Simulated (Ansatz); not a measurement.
Total energies of `BCB`.

| atom | x (Å) | y (Å) | z (Å) |
| --- | --- | --- | --- |
| B1 | 0.607 | -0.887 | -0.716 |
| C2 | -0.075 | -0.302 | 0.548 |
| B3 | -0.457 | 1.176 | 0.273 |
| H4 | 0.002 | -0.941 | -1.747 |
| H5 | 1.738 | -1.277 | -0.689 |
| H6 | 0.459 | -0.472 | 1.481 |
| H7 | -1.060 | -0.804 | 0.541 |
| H8 | 0.003 | 2.069 | 0.923 |
| H9 | -1.217 | 1.438 | -0.614 |

Charge 0, multiplicity 1. All single points use the PBE0-D4/def2-TZVP geometry. Basis def2-TZVPP, Ansatz.

RPA on PBE orbitals: Hartree–Fock energy of these orbitals -90.69830 Eh, correlation -0.71201 Eh (frozen core).

```json
{"functional": "LDA (SPW92)", "energy without D4 (Eh)": "-90.39618", "D4 term (kJ/mol)": "–"}
{"functional": "PBE", "energy without D4 (Eh)": "-91.23883", "D4 term (kJ/mol)": "-10.9"}
{"functional": "revPBE", "energy without D4 (Eh)": "-91.36829", "D4 term (kJ/mol)": "-38.5"}
{"functional": "BLYP", "energy without D4 (Eh)": "-91.33895", "D4 term (kJ/mol)": "-25.0"}
{"functional": "r2SCAN", "energy without D4 (Eh)": "-91.33124", "D4 term (kJ/mol)": "-2.6"}
{"functional": "B97M-V", "energy without D4 (Eh)": "-91.42203", "D4 term (kJ/mol)": "–"}
{"functional": "PBE0", "energy without D4 (Eh)": "-91.26791", "D4 term (kJ/mol)": "-9.1"}
{"functional": "B3LYP", "energy without D4 (Eh)": "-91.41930", "D4 term (kJ/mol)": "-17.6"}
{"functional": "r2SCANh", "energy without D4 (Eh)": "-91.33026", "D4 term (kJ/mol)": "-2.7"}
{"functional": "r2SCAN0", "energy without D4 (Eh)": "-91.32930", "D4 term (kJ/mol)": "-3.0"}
{"functional": "HSE06 (plane-wave form)", "energy without D4 (Eh)": "-91.26083", "D4 term (kJ/mol)": "-8.3"}
{"functional": "BHLYP", "energy without D4 (Eh)": "-91.35164", "D4 term (kJ/mol)": "-12.3"}
{"functional": "CAM-B3LYP", "energy without D4 (Eh)": "-91.33746", "D4 term (kJ/mol)": "-9.0"}
{"functional": "LC-ωPBE", "energy without D4 (Eh)": "-91.33083", "D4 term (kJ/mol)": "–"}
{"functional": "ωB97X-V", "energy without D4 (Eh)": "-91.37735", "D4 term (kJ/mol)": "–"}
{"functional": "ωB97M-V", "energy without D4 (Eh)": "-91.33444", "D4 term (kJ/mol)": "–"}
{"functional": "B2PLYP", "energy without D4 (Eh)": "-91.30162", "D4 term (kJ/mol)": "–"}
{"functional": "PBE-QIDH", "energy without D4 (Eh)": "-91.25523", "D4 term (kJ/mol)": "–"}
```

B3LYP takes the VWN-RPA correlation (the form of Gaussian; ORCA's B3LYP/G). HSE06 is the plane-wave form, built on full-range PBE exchange. The double hybrids freeze the cores in their second-order part.

LC-ωPBE has ω = 0.4 bohr⁻¹.
